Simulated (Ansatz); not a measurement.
# C3H3FO: basis-set convergence

An exercise on one series of results from a longer session: the logs are not shown, and one member is left open.

Method: one geometry, several basis sets; program: Ansatz 0.2.0, Gaussian basis.

The runs, in order: PBE0-D4/def2-SVP; ωB97M-V/def2-SVP; PBE0-D4/def2-QZVPP; ωB97M-V/def2-QZVPP; the functionals' def2-TZVPP values are taken from earlier runs.

## Structure used throughout

The geometry comes from an earlier relaxation with PBE0-D4 in a triple-zeta def2 set; it is a stationary point, not always the lowest conformer.

8 atoms, charge 0, spin multiplicity 1.

Atoms are counted from 1 here; the program's logs count them from 0.

Bond lengths: C1–C2 1.486 Å, C1–H6 1.090 Å, C1–H7 1.095 Å, C1–H8 1.094 Å, C2–C3 1.489 Å, C2–O5 1.213 Å, C3–F4 1.304 Å. Angles: C2–C1–H6 110.2°, C2–C1–H7 109.7°, C2–C1–H8 109.5°, H6–C1–H7 110.0°, H6–C1–H8 110.2°, H7–C1–H8 107.2°, C1–C2–C3 123.3°, C1–C2–O5 126.7°, C3–C2–O5 109.6°, C2–C3–F4 108.9°.

Coordinates:

```tsv
atom	x (Å)	y (Å)	z (Å)
C1	-0.61813	0.04510	0.74558
C2	0.22968	0.35852	-0.43353
C3	0.57794	-0.64182	-1.48024
F4	1.76152	-1.12608	-1.22437
O5	0.62602	1.45443	-0.77026
H6	-0.87320	0.95997	1.27972
H7	-0.08458	-0.64090	1.41094
H8	-1.52714	-0.46621	0.41634
```

The first run:

Contents of in.yaml:

```yaml
crystal:
  periodic: [false, false, false]
  atoms:
    - {symbol: C, position_ang: [-0.618135, 0.045104, 0.745584]}
    - {symbol: C, position_ang: [0.229682, 0.358523, -0.433528]}
    - {symbol: C, position_ang: [0.577937, -0.641815, -1.480238]}
    - {symbol: F, position_ang: [1.761523, -1.126084, -1.224371]}
    - {symbol: O, position_ang: [0.626016, 1.454426, -0.770257]}
    - {symbol: H, position_ang: [-0.873202, 0.959966, 1.279723]}
    - {symbol: H, position_ang: [-0.084581, -0.640905, 1.410943]}
    - {symbol: H, position_ang: [-1.527138, -0.466213, 0.416343]}
basis:
  gaussian: {orbitals: def2-SVP}
hamiltonian: {xc: pbe0, dispersion: d4}
output: {orbitals: {seedname: orbitals}}
```

On the command line:

```bash
$ ansatz run in.yaml --threads 2 --pin off --events-out ev --progress --plain --max-ram 4352MiB
```

Among the steps run: PBE0-D4 in def2-SVP; ωB97M-V in def2-SVP; PBE0-D4 in def2-QZVPP; ωB97M-V in def2-QZVPP.

One table of the session follows, with a row left open; its other results are not shown here.

It belongs to the step «Functionals by basis». 

```
functional       basis  HOMO (eV)  LUMO (eV)
   PBE0-D4    def2-SVP          ?          ?
   PBE0-D4  def2-TZVPP      -7.03      -2.61
   PBE0-D4  def2-QZVPP      -7.07      -2.66
   ωB97M-V    def2-SVP      -9.20      -0.01
   ωB97M-V  def2-TZVPP      -9.43      -0.22
   ωB97M-V  def2-QZVPP      -9.47      -0.29
```

Estimate the missing values for PBE0-D4, def2-SVP.

The run gave: HOMO (eV): -6.85; LUMO (eV): -2.48. In the column «HOMO (eV)» it is the highest.
